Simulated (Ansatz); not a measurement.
Fluorite SrCl2 was calculated with G0W0@HSE06 in Ansatz (hard PAW, contour deformation).

The cell has the measured lattice parameters. Conventional cell: a = 6.9744 Å, b = 6.9744 Å, c = 6.9744 Å, α = 90.00°, β = 90.00°, γ = 90.00°.

The quasiparticle gap at Γ at a fixed k mesh 2×2×2:

```csv
response cutoff,value (eV)
"150 eV, 650 empty bands",8.507
"200 eV, 1001 empty bands",8.572
"250 eV, 1399 empty bands",8.608
"300 eV, 1838 empty bands",8.628
```

### Question
Taking the value to converge with the response cutoff E as E^(−3/2), extrapolate from the last two rows.

### Answer
With y = y∞ + c/w and weights w = 3953 and 5196 for the last two rows, y∞ = (w2 y2 − w1 y1)/(w2 − w1) = (5196 × 8.628 − 3953 × 8.608)/1243 = 8.692 eV, which lies 0.064 beyond the last row. Successive pairs of rows give 8.692, 8.698, 8.692. The limit also hangs on the law assumed, so its last digits aren't firm.

The other settings are not extrapolated, so this is the limit in one setting alone.

At the last cutoff the smallest gap on this mesh is 8.24 eV, with an edge away from Γ.

Spin–orbit coupling is not included.

Note: GW on a hybrid start was not checked against another program.

Ansatz is an electronic-structure program.
